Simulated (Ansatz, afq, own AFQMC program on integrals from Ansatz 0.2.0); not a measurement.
SiH$_{2}$, triplet in cc-pVTZ, levels against CCSDT(Q)

```xyz
3

H     0.0000    0.0000   -1.0840
H     0.0000    0.0000   -0.3390
Si    0.0000    0.0000    1.4230
```

Basis cc-pVTZ. Only valence electrons are correlated. AFQMC by an in-house program on the Cholesky factors that Ansatz 0.2.0 writes for its CCSD(T) run. The CISD trial takes its coefficients from CCSD amplitudes. Released means that phaseless walkers are propagated on without the constraint, phases kept. Uncertainties: one standard error, sampling alone.

Determinant: UHF, the one that the program's search chose, which needn't be the lowest solution. The geometry is a point of a scan.

No full CI on the walks' own integrals is used here; CCSDT(Q) serves as the reference and is uncertain by about the last step of the cluster series.

Cautions: lower spins were not checked.

The T1 diagnostic is 0.0202. The weight of the determinant in the CISD state is 0.912 and the ⟨S²⟩ of the determinant is 2.028. The size of the correlated space is 6 electrons in 57 orbitals.

Reference: CCSDT(Q), correlation energy -3.421 eV. The released energy is read at 2.40 1/Eh (meV from the phaseless value at times in 1/Eh: -3.3 ± 1.5 at 0.24, -2.0 ± 2.3 at 0.51, -5.4 ± 1.1 at 0.99, -6.9 ± 1.1 at 1.62, -7.1 ± 1.4 at 2.40).

```json
{"level": "HF", "E − E(reference) (kJ/mol)": "330.1", "share of correlation (%)": "0.00"}
{"level": "MP2", "E − E(reference) (kJ/mol)": "78.8", "share of correlation (%)": "76.13"}
{"level": "CCSD", "E − E(reference) (kJ/mol)": "12.4", "share of correlation (%)": "96.24"}
{"level": "CCSD(T)", "E − E(reference) (kJ/mol)": "2.7", "share of correlation (%)": "99.17"}
{"level": "CCSDT", "E − E(reference) (kJ/mol)": "0.3", "share of correlation (%)": "99.91"}
{"level": "ph-AFQMC/HF", "E − E(reference) (kJ/mol)": "4.5 ± 1.9", "share of correlation (%)": "98.63"}
{"level": "ph-AFQMC/CISD", "E − E(reference) (kJ/mol)": "0.7 ± 0.2", "share of correlation (%)": "99.78"}
{"level": "released AFQMC", "E − E(reference) (kJ/mol)": "0.0 ± 0.1", "share of correlation (%)": "99.99"}
```

A walk keeps the symmetry of its determinant, which the program's search chose and which needn't be the lowest solution, so a lower state of the same spin and another symmetry isn't excluded. Released energies are given only where the last usable release times agree within the noise; a slower fall can still hide under it.
